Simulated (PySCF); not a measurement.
Molecule: `InChI=1S/C2H3N3/c1-3-2-5-4-1/h1-2H,(H,3,4,5)`.

Geometry:
```csv
atom,x (Å),y (Å),z (Å)
C1,1.210,-0.009,-0.341
N2,0.584,1.080,0.170
C3,-0.638,0.645,0.374
N4,-0.725,-0.646,-0.002
N5,0.450,-1.081,-0.461
H6,2.259,-0.016,-0.634
H7,-1.477,1.211,0.780
H8,-1.524,-1.268,0.030
```

Spin–spin couplings on one PBE0-D3(BJ)/def2-SVP geometry, PySCF 2.14.0 with density-fitted response routines, gas phase, non-relativistic, equivalent pairs averaged; isotopes 13C, 1H, 15N; basis pcJ-1.

Question: How do the couplings (Hz) change with the functional? Times are CPU seconds on shared hosts with different chips, so compare them loosely.

Answer: 
| functional | functions | 1J(C1,H6) | 1J(C3,H7) | 1J(N4,H8) | 1J(N4,N5) | 1J(C1,N2) | 1J(C1,N5) | 1J(N2,C3) | core-s |
| --- | --- | --- | --- | --- | --- | --- | --- | --- | --- |
| LDA | 165 | 175.6 | 175.2 | -90.6 | -13.7 | 11.2 | 8.8 | 6.2 | 9.6 |
| PBE | 165 | 204.3 | 203.9 | -101.8 | -13.5 | 9.7 | 6.8 | 4.5 | 16 |
| KT2 | 165 | 222.3 | 221.3 | -111.0 | -15.4 | 13.9 | 11.5 | 9.6 | 15 |
| B3LYP | 165 | 220.1 | 220.7 | -110.5 | -12.8 | 6.2 | 2.8 | 1.1 | 16 |
| PBE0 | 165 | 209.0 | 209.5 | -106.3 | -12.7 | 6.4 | 2.8 | 1.5 | 22 |
| B97-2 | 165 | 200.8 | 201.3 | -102.2 | -12.4 | 5.9 | 2.8 | 1.2 | 18 |
| BHandHLYP | 165 | 232.9 | 234.2 | -119.0 | -11.5 | 0.7 | -4.3 | -4.3 | 20 |
| CAM-B3LYP | 165 | 217.2 | 218.2 | -110.5 | -12.5 | 5.3 | 1.8 | 0.5 | 24 | Left out for a near triplet instability: HF/pcJ-1.
